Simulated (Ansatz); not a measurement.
**Litharge PbO**

The numbers are results of PBE+SOC (Ansatz, a first-principles code, plane waves, PAW), not measurements.

Numerical settings: plane-wave cutoff 520 eV, 8×8×8 k mesh, Fermi–Dirac smearing 0.01 eV, PAW data made under PBE.

Cell (measured lattice):

```
PbO
1.0
    3.97500     0.00000     0.00000
    0.00000     3.97500     0.00000
    0.00000     0.00000     5.02300
Pb O
2 2
Direct
  0.50000   0.00000   0.76320
  0.00000   0.50000   0.23680
  0.50000   0.50000   0.00000
  0.00000   0.00000   0.00000
```

For litharge PbO, the band gap comes out as 1.16 eV (indirect). The smallest direct gap on the k points sampled is 2.19 eV and the Γ–Γ gap is 2.22 eV.

Note: cell and atoms aren't relaxed at this level (largest force component 0.33 eV/Å, pressure 4.1 GPa).

The computed numbers hold no vibrational or temperature effects.

Cost on a shared machine: very roughly 120 core-seconds.
